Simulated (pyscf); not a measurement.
`[CH3][NH2]` + `[ZnH]` [doublet] → `[CH3][NH][Zn]` [doublet] + `[H][H]` (four-centre exchange; doublet surface; H–Zn, H–N broken, N–Zn, H–H formed). Structures and frequencies: ωB97X-D3(BJ)/def2-SVP in PySCF. Energies in eV from the separated reactants.

```json
[
 {"level": "ωB97X-D3(BJ)/def2-TZVP", "barrier": "[?]", "reaction energy": "[?]"},
 {"level": "B3LYP-D3(BJ)/def2-TZVP", "barrier": "[?]", "reaction energy": "+0.14"},
 {"level": "PBE0-D3(BJ)/def2-TZVP", "barrier": "0.81", "reaction energy": "+0.18"},
 {"level": "M06-2X/def2-TZVP", "barrier": "0.81", "reaction energy": "+0.06"},
 {"level": "ωB97M-D3(BJ)/def2-TZVP", "barrier": "0.98", "reaction energy": "+0.22"},
 {"level": "HF/def2-TZVP", "barrier": "1.60", "reaction energy": "+0.41"}
]
```

Q: Complete the blanks.

A: 
- ωB97X-D3(BJ)/def2-TZVP, barrier: 0.91
- ωB97X-D3(BJ)/def2-TZVP, reaction energy: +0.13
- B3LYP-D3(BJ)/def2-TZVP, barrier: 0.86

The functionals in the table span 0.17 eV in this barrier, from PBE0-D3(BJ) to ωB97M-D3(BJ)/def2-TZVP. On the reactant side the descent ends in an adduct with a N–Zn contact, 0.56 eV under the separated species and 1.46 eV under the saddle at ωB97X-D3(BJ)/def2-TZVP. What is counted as formed (N–Zn) is already present as a longer contact in the reactant adduct; forming that adduct is a step of its own. At the saddle there is also a short H–Zn contact that neither side keeps. One saddle was located; it need not be the lowest between these sides. Elements up to Kr have no core potential and no relativistic terms here.
